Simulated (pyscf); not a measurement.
PySCF, gas phase, ωB97X-D3(BJ)/def2-SVP geometries.

### Question
Estimate the classical barrier height and the reaction energy of H₂Se + F–Ga(Cl)–Cl → Cl–Ga(Cl)–SeH + HF at ωB97M-D3(BJ)/def2-TZVP. The step runs on the singlet surface, breaks H–Se, F–Ga and forms Ga–Se, F–H; take the separated reactants as zero.

### Answer
ΔE‡ = -3.9 kcal/mol, ΔE = -5.3 kcal/mol. Zero-point energy shifts the barrier by +0.4 kcal/mol. It is a four-centre exchange, with an imaginary mode of 856i cm⁻¹. On the reactant side the descent ends in an adduct with a Ga–Se contact, 21.9 kcal/mol under the separated species and 12.2 kcal/mol under the saddle at ωB97X-D3(BJ)/def2-TZVP. On the product side the descent ends in an adduct with a F–Ga contact, 9.1 kcal/mol under the separated species and 9.2 kcal/mol under the saddle at ωB97X-D3(BJ)/def2-TZVP. At ωB97M-D3(BJ) the saddle lies under the separated reactants, which points to a path from their complex (located at ωB97X-D3(BJ) alone). What is counted as formed (Ga–Se) is already present as a longer contact in the reactant adduct; forming that adduct is a step of its own. What is counted as broken (F–Ga) persists as a longer contact in the product adduct; parting that adduct is a step of its own. At ωB97X-D3(BJ) the barrier from the zero used here is -9.6 kcal/mol. One saddle was located; it need not be the lowest between these sides. Elements up to Kr have no core potential and no relativistic terms here.
